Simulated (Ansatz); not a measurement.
This geometry of BH4N + H2O (9 atoms, charge 0, multiplicity 1) is a first-order saddle point.

Computed with RKS PBE0-D4/6-31G* (Ansatz 0.2.0).

```xyz
9
Properties=species:S:1:pos:R:3
B -0.039 0.214 0.250
N -0.003 0.058 1.805
H -0.740 -0.491 2.232
H 0.889 -0.195 2.218
H 1.015 0.008 -0.291
H -1.030 -0.261 -0.253
O -0.237 1.819 0.409
H -1.136 2.067 0.150
H -0.229 1.380 1.488
```

Which two structures does it join? (They come from a converged band through this point; their orientation in space is the band's.)

Bonds broken: O7–H9. Bonds formed: B1–O7, N2–H9. BH4N + H2O becomes BH6NO.

Image 0:

```xyz
9
Properties=species:S:1:pos:R:3
B 0.073 -0.313 0.305
N 0.086 -0.373 1.702
H -0.736 -0.555 2.259
H 0.939 -0.356 2.243
H 1.109 -0.187 -0.281
H -0.981 -0.407 -0.260
O -0.434 2.578 0.597
H -1.281 2.341 0.200
H -0.285 1.872 1.242
```

Image 8:

```xyz
9
Properties=species:S:1:pos:R:3
B -0.100 0.488 0.152
N 0.092 0.152 1.809
H -0.799 0.145 2.302
H 0.561 -0.737 1.971
H 1.042 0.355 -0.250
H -0.872 -0.385 -0.216
O -0.575 1.838 0.110
H -1.516 1.846 -0.082
H 0.659 0.896 2.212
```

How far does it lie above each of them?

0.33 eV above the first and 1.00 eV above the second. This is the barrier of this one path; another mechanism may lie lower. The orbitals stay closed-shell, which can raise the energy where a bond breaks towards radicals; this wasn't checked here.

Run time: 2.7 min on 1 thread of Arm Neoverse V1, on a shared host, peak memory 0.11 GiB.
